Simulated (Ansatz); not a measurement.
Basis-set extrapolation for CS2, SMILES `S=C=S` (PBE0-D4/def2-TZVP geometry, frozen core, Ansatz 0.2.0). Multiplicity 1, RHF reference.

|  | def2-TZVPP | def2-QZVPP |
| --- | --- | --- |
| HF | -832.958623 | -832.981768 |
| MP2 correlation | -0.494330 | -0.532631 |
| CCSD(T) correlation | -0.541802 | -0.577513 |

Energies in hartree. Use E(X) = E(∞) + A·exp(−7.88·√X) for Hartree–Fock and E(X) = E(∞) + B·X^(−2.97) for correlation, with X = 3 and 4.

**Question.** What is the CCSD(T) energy at the basis-set limit?

**Answer.** HF limit: -832.981768 + (-0.023145) × 0.13774 = -832.98496. Correlation limit: -0.577513 + (-0.035711) × 0.74074 = -0.60397. Total: -833.58893 hartree, 232.4 kJ/mol below CCSD(T)/def2-TZVPP.
